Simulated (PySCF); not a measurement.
Reaction (SMILES): N#P (N-P) + 3 [H][H] (H2) → N (NH3) + P (PH3)
B3LYP-D3(BJ)/def2-TZVP geometries, fixed; electronic energies without zero-point terms.

Effect of the atomic grid (radial, angular points) at M06-2X/def2-TZVP with PySCF, against the last row, where the energy of full hydrogenation is -68.31 kcal/mol. Cost is core time over that of atom_grid: 75, 302, unpruned, rough, on shared machines of one kind; a dash marks a row that isn't timed (too short, read off another run, short of memory, by another algorithm or on other hardware).

```
setting                        grid points, largest species  largest shift of a total energy (mEh)  shift of the energy of full hydrogenation (kcal/mol)  cost
-----------------------------  ----------------------------  -------------------------------------  ----------------------------------------------------  ----
atom_grid: 30, 110, unpruned                          13200                                  1.914                                                -0.613     -
atom_grid: 50, 194, unpruned                          38800                                 -0.361                                                 0.018  0.5×
atom_grid: 75, 302, unpruned                          90600                                  0.016                                                -0.005    1×
atom_grid: 99, 590, unpruned                         233640                                 -0.001                                                -0.001    2×
atom_grid: 150, 974, unpruned                        584400                                  0.000                                                 0.000    6×
```

Within 0.05 kcal/mol in the energy of full hydrogenation: atom_grid: 50, 194, unpruned; atom_grid: 75, 302, unpruned; atom_grid: 99, 590, unpruned. The largest shift is 1.914 mEh in a total energy and 0.613 kcal/mol in the difference.
